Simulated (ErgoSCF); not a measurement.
# One shape, several levels: SiH2Cl− (SMILES [SiH2-]Cl)

Aim: a comparison of 6 runs (HF/def2-SVP, B3LYP/6-31G, B3LYP/6-31G*, PBE0/def2-SVP, B3LYP/6-31+G*, BLYP/6-311G**) of SiH2Cl−. 

The results are computed with ErgoSCF 3.8.

### 1 The structure to begin with

The species is SiH2Cl− (4 atoms), meant as a singlet with charge -1. SMILES: `[SiH2-]Cl`. The coordinates come from a GFN2-xTB relaxation.

Bond lengths: Si1–Cl2 2.290 Å, Si1–H3 1.492 Å, Si1–H4 1.493 Å. Angles: Cl2–Si1–H3 95.2°, Cl2–Si1–H4 94.9°, H3–Si1–H4 98.8°.

### 2 The energy at HF/def2-SVP (run 1)

The input, job.ego:

```
set_nthreads("env")
molecule_inline Angstrom
Si    -0.487890     0.431230     0.253920
Cl     1.672110    -0.122480     0.774530
H     -0.971070    -0.977580     0.165380
H     -0.213160     0.668840    -1.193830
EOF
scf.use_diagonalization = 1
scf.output_mulliken_pop = 1
tmpdir = "."
basis = "def2-SVP"
scf.max_number_of_iterations = 120
charge = -1
run "HF"
```

The basis set def2-SVP is read from a file made from the Basis Set Exchange's data (not shown).

Launch:

```sh
$ ergo < job.ego
```

Log:

```text
[...]
INSC SCF_general constructor, number of basis functions: 46
[...]
INSC Energy   1 =       -407.42516551516
[...]
INDE E_LUMO =          0.33248899716
[...]
INSC Energy  17 =       -749.38123559857  ( diff     -0.000000000015689 )
[...]
RESC CONVERGED after  17 iterations.
RESC FINAL ENERGY:       -749.38123559857
[...]
INSC SCF: dipole_moment_x [atomic units] =      -0.62847516
INSC SCF: dipole_moment_y [atomic units] =      -0.47885547
INSC SCF: dipole_moment_z [atomic units] =      -0.92519171
[...]
```

It took 5.7 s on 1 thread of Arm Neoverse V1, shared host; peak memory 0.26 GiB.

### 3 The energy at B3LYP/6-31G (run 2)

The input, input.xyz:

```xyz
4

Si    -0.487890     0.431230     0.253920
Cl     1.672110    -0.122480     0.774530
H     -0.971070    -0.977580     0.165380
H     -0.213160     0.668840    -1.193830
```

The input, run.inp:

```
# single point, ClH2Si
set_nthreads(1)
molecule "input.xyz"
scf.max_number_of_iterations = 120
tmpdir = "."
basis = "6-31G"
XC.radint = 1e-11
spin_polarization = 0
scf.use_diagonalization = 1
XC.sparse_mode = 0
XC.angint = 41
scf.output_mulliken_pop = 1
charge = -1
run "B3LYP-G"
```

The basis set 6-31G is read from a file made from the Basis Set Exchange's data (not shown).

Launch:

```sh
$ ergo run.inp
```

Log:

```text
[...]
INDF Weighted mixed functional:
[...]
INSC Energy   1 =       -550.46070519144
[...]
INDE E_LUMO =          0.17745331366
[...]
INSC Energy  15 =       -750.90458322593  ( diff     -0.000000000004775 )
[...]
RESC CONVERGED after  15 iterations.
RESC FINAL ENERGY:       -750.90458322593
[...]
INSC SCF: dipole_moment_x [atomic units] =      -0.81268078
INSC SCF: dipole_moment_y [atomic units] =      -0.54849674
INSC SCF: dipole_moment_z [atomic units] =      -1.11141485
[...]
```

Run time: 4.8 s. Hardware: 1 thread of Arm Neoverse V1, shared host; peak memory 0.26 GiB.

### 4 A single-point energy at B3LYP/6-31G(d) (spherical functions) (run 3)

The input, mol.xyz:

```xyz
4

Si    -0.487890     0.431230     0.253920
Cl     1.672110    -0.122480     0.774530
H     -0.971070    -0.977580     0.165380
H     -0.213160     0.668840    -1.193830
```

The input, run.inp:

```
set_nthreads(1)
XC.sparse_mode = 0
tmpdir = "."
scf.use_diagonalization = 1
basis = "6-31G*"
XC.radint = 1e-11
scf.max_number_of_iterations = 120
scf.output_mulliken_pop = 1
XC.angint = 41
charge = -1
molecule "mol.xyz"
run "B3LYP-G"
```

The basis set 6-31G* is read from a file made from the Basis Set Exchange's data (not shown).

Launch:

```sh
$ ergo run.inp
```

Log:

```text
[...]
INDF Weighted mixed functional:
[...]
INSC Energy   1 =       -456.90017411168
[...]
INDE E_LUMO =          0.18265651336
[...]
INSC Energy  16 =       -750.93631487777  ( diff     -0.000000000002046 )
[...]
RESC CONVERGED after  16 iterations.
RESC FINAL ENERGY:       -750.93631487777
[...]
INSC SCF: dipole_moment_x [atomic units] =      -0.69812673
INSC SCF: dipole_moment_y [atomic units] =      -0.53653280
INSC SCF: dipole_moment_z [atomic units] =      -1.03395436
[...]
```

Run time: 8.1 s. Hardware: 1 thread of Arm Neoverse V1, shared host; peak memory 0.26 GiB.

Runs 4 to 5 aren't shown in full; the table further down has their settings and results.

### 5 A single-point energy at BLYP/6-311G(d,p) (run 6)

The input, ergo.in:

```
set_nthreads(1)
molecule_inline Angstrom
Si -0.487890 0.431230 0.253920
Cl 1.672110 -0.122480 0.774530
H  -0.971070 -0.977580 0.165380
H  -0.213160 0.668840 -1.193830
EOF
charge = -1
basis = "6-311G**"
XC.angint = 41
scf.use_diagonalization = 1
scf.output_mulliken_pop = 1
scf.max_number_of_iterations = 120
XC.radint = 1e-11
tmpdir = "."
XC.sparse_mode = 0
run "BLYP"
```

The basis set 6-311G** is read from a file made from the Basis Set Exchange's data (not shown).

Launch:

```sh
$ ergo < ergo.in
```

Log:

```text
[...]
INDF Weighted mixed functional:
[...]
INSC Energy   1 =       -449.93749426364
[...]
INDE E_LUMO =          0.14759458875
[...]
INSC Energy  23 =       -750.95573000928  ( diff      0.000000000000000 )
[...]
RESC CONVERGED after  23 iterations.
RESC FINAL ENERGY:       -750.95573000928
[...]
INSC SCF: dipole_moment_x [atomic units] =      -0.75821305
INSC SCF: dipole_moment_y [atomic units] =      -0.43889808
INSC SCF: dipole_moment_z [atomic units] =      -0.94925722
[...]
```

Run time: 9.6 s. Hardware: 1 thread of Arm Neoverse V1, shared host; peak memory 0.26 GiB.

### 6 The series

```
run                                level  integration grid  radint  energy (Eh)  wall time
  1                          HF/def2-SVP                 –       –  -749.381236      5.7 s
  2                          B3LYP/6-31G             Turbo   1e-11  -750.904583      4.8 s
  3   B3LYP/6-31G* (spherical functions)             Turbo   1e-11  -750.936315      8.1 s
  4                        PBE0/def2-SVP             Turbo   1e-11  -750.419018      6.9 s
  5  B3LYP/6-31+G* (spherical functions)             Turbo   1e-11  -750.948988       10 s
  6                        BLYP/6-311G**             Turbo   1e-11  -750.955730      9.6 s
```

### 7 Results

| quantity | value |
| --- | --- |
| run 6: total energy | -750.95573 Eh |

**Reading.** Totals of different functionals can't be ranked against each other. All runs together took 45 s, the longest 10 s.
